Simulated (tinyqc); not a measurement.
Inside a calculation. Method: CIS on RHF in the sto-3g basis, frozen core, for LiH, spin multiplicity 1. One step of it, computed by the program tinyqc.

Task: CIS matrix, singlets. A(ia,jb) = (e_a - e_i) d_ij d_ab + 2 (ia|jb) - (ij|ab).

orbital energies (hartree): MO1 -2.349265, MO2 -0.283474, MO3 0.078024, MO4 0.163946, MO5 0.163946, MO6 0.541804

Two-electron integrals over orbitals (pq|rs), unique and non-zero (hartree); the lowest 1 orbital is frozen and left out:
```
(22|22) 0.485856    (32|22) -0.048938   (32|32) 0.013279    (33|22) 0.223018
(33|32) 0.007761    (33|33) 0.337654    (42|42) 0.023308    (43|42) 0.019296
(43|43) 0.041273    (44|22) 0.269138    (44|32) 0.006000    (44|33) 0.281938
(44|44) 0.312946    (52|52) 0.023308    (53|52) 0.019296    (53|53) 0.041273
(54|54) 0.016869    (55|22) 0.269138    (55|32) 0.006000    (55|33) 0.281938
(55|44) 0.279207    (55|55) 0.312946    (62|22) 0.125732    (62|32) -0.034856
(62|33) -0.012953   (62|44) -0.017350   (62|55) -0.017350   (62|62) 0.124159
(63|22) -0.051482   (63|32) 0.009627    (63|33) 0.035972    (63|44) 0.002423
(63|55) 0.002423    (63|62) -0.032104   (63|63) 0.026502    (64|42) -0.019570
(64|43) -0.013682   (64|64) 0.019755    (65|52) -0.019570   (65|53) -0.013682
(65|65) 0.019755    (66|22) 0.452991    (66|32) -0.043602   (66|33) 0.241298
(66|44) 0.267844    (66|55) 0.267844    (66|62) 0.132839    (66|63) -0.044179
(66|66) 0.453023
```

Give: CIS matrix A, singlet.

Result:

CIS matrix A, singlet (hartree):
```
         2>3     2>4     2>5      2>6
2>3   0.1650  0.0000  0.0000  -0.0182
2>4   0.0000  0.2249  0.0000   0.0000
2>5   0.0000  0.0000  0.2249   0.0000
2>6  -0.0182  0.0000  0.0000   0.6206
```
